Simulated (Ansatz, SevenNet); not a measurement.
# How the formation enthalpy of antifluorite Mg₂Sn moves with the method

No measured value is used here.

```tsv
level (code)	value (eV/atom)
SevenNet-l3i5	-0.195
LDA (Ansatz)	-0.237
PBE (Ansatz)	-0.205
rVV10 (Ansatz)	-0.176
B3LYP (VWN-RPA form) (Ansatz)	[?]
```

Problem. Some entries are withheld; supply them.

Solution. 
- B3LYP (VWN-RPA form) (Ansatz, a first-principles code), value (eV/atom): -0.398

Density-functional levels without +SOC have no spin–orbit coupling, which shifts binding energies of heavy elements. Each level is taken at its own relaxed cell. Ansatz's density-functional and Hartree–Fock values are scalar-relativistic unless marked +SOC, with PAW data made under PBE.

Machine-learned potentials (SevenNet-l3i5) are trained on DFT data: a solid inside that data is no test of them.
